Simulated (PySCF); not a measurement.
**Computed spin Hamiltonian**

C₄H₆NO (doublet state).
Atom-mapped SMILES: `[CH3:1][C:2]([OH:3])[CH2:4][C:5]#[N:6]` (hydrogens: H7, H8, H9 on C1; H10 on O3; H11, H12 on C4)

Structure used (GFN2-xTB), in Å, numbered top down from 1:
```
atom  x, y, z in Å
C1    -1.0597    0.9071    0.0965
C2    -0.4325   -0.4394    0.0416
O3    -0.7723   -1.3093   -0.9646
C4     0.9144   -0.6895    0.6453
C5     1.8670    0.0727   -0.1330
N6     2.5207    0.7231   -0.8133
H7    -2.1269    0.8412   -0.1198
H8    -0.6128    1.6023   -0.6267
H9    -0.9317    1.3404    1.0865
H10   -1.4773   -0.9373   -1.5055
H11    0.9520   -0.3605    1.6869
H12    1.1601   -1.7515    0.5802
```

The hyperfine couplings belong to this conformer and change with its torsions.

The calculation used UKS B3LYP, pcH-1 on C H N O, non-relativistic, mean-field spin-orbit, GIAO in PySCF 2.14.0. One conformer (not necessarily the lowest) at the GFN2-xTB geometry, without solvent, vibrations or thermal averaging. Couplings are sensitive to structure, and on GFN2-xTB geometries they can be far from those on DFT ones. No stability test was run, so a lower SCF solution isn't excluded.

```json
{
 "g1, g2, g3": "2.00201, 2.00331, 2.00409",
 "g_iso": "2.00314",
 "Form of g": "rhombic: the two nearest values differ by 37 % of g3 − g1",
 "⟨S²⟩": "0.7536 (exact 0.7500)",
 "α and β electrons": "23, 22",
 "Total energy": "-285.96243 Eh"
}
```

Isotropic coupling and dipolar principal values T1 to T3, in MHz; ρ(0) is the spin density at the nucleus:

| atom | isotope | a_iso | T1 | T2 | T3 | Mulliken spin population | ρ(0) (bohr⁻³) |
| --- | --- | --- | --- | --- | --- | --- | --- |
| C1 | 13C | -20.8 | -1.8 | -1.4 | 3.3 | -0.07 | -0.0185 |
| C2 | 13C | 158.7 | -78.0 | -76.9 | 154.9 | 0.85 | 0.1411 |
| O3 | 17O | -26.6 | -60.5 | 29.0 | 31.5 | 0.12 | 0.0439 |
| C4 | 13C | -8.8 | -1.7 | -0.9 | 2.7 | -0.06 | -0.0079 |
| C5 | 13C | 83.0 | -4.2 | -2.8 | 7.0 | 0.03 | 0.0739 |
| N6 | 14N | 1.9 | -2.1 | -1.3 | 3.4 | 0.03 | 0.0058 |
| H7 | 1H | 32.9 | -5.2 | -4.3 | 9.5 | 0.01 | 0.0074 |
| H8 | 1H | 124.2 | -4.2 | -3.1 | 7.4 | 0.07 | 0.0278 |
| H9 | 1H | 22.1 | -5.5 | -4.2 | 9.7 | 0.01 | 0.0049 |
| H10 | 1H | -8.0 | -13.1 | -7.7 | 20.8 | 0.00 | -0.0018 |
| H11 | 1H | 32.1 | -5.6 | -4.3 | 9.8 | 0.01 | 0.0072 |
| H12 | 1H | 19.8 | -5.3 | -4.3 | 9.5 | 0.01 | 0.0044 |

Largest spin populations (Mulliken): C2 (+0.85), O3 (+0.12), H8 (+0.07) and C1 (-0.07). C2 is the only atom above +0.15. The positive populations add up to 1.13 and the negative ones to -0.13, together 2S = 1. The angles at C2 add up to 355.2°, so it is nearly planar.

Axes: g3 points within 7° of the O3–H10 bond.

Under fast tumbling the dipolar parts average out, and these isotropic splittings remain: 3 × 1H (H7/H8/H9, I = 1/2, 4 lines) with 2.13 mT, 2 × 1H (H11/H12, I = 1/2, 3 lines) with 0.93 mT, 1 × 1H (H10, I = 1/2, 2 lines) with 0.28 mT and 1 × 14N (N6, I = 1, 3 lines) with 0.07 mT.

Means are taken over nuclei equivalent by connectivity, which assumes that they swap fast. The three 1H nuclei of mean +59.7 MHz run from 22.1 to 124.2 MHz in the frozen geometry. The 1H value of +26.0 MHz is a mean of couplings from 19.8 to 32.1 MHz in this one geometry, not an average over conformers.

The 13C coupling of C2 (158.7 MHz) shows only in satellite lines or after enrichment, since that isotope makes up about 1.07 % of natural carbon.

The 17O coupling of O3 (-26.6 MHz) shows only in satellite lines or after enrichment, since that isotope makes up about 0.038 % of natural oxygen.

The run took 26 s wall (with the writing of density and orbital grids) on an Arm Neoverse V2 with one thread, on a shared host, and the process peaked at 0.75 GiB of memory.
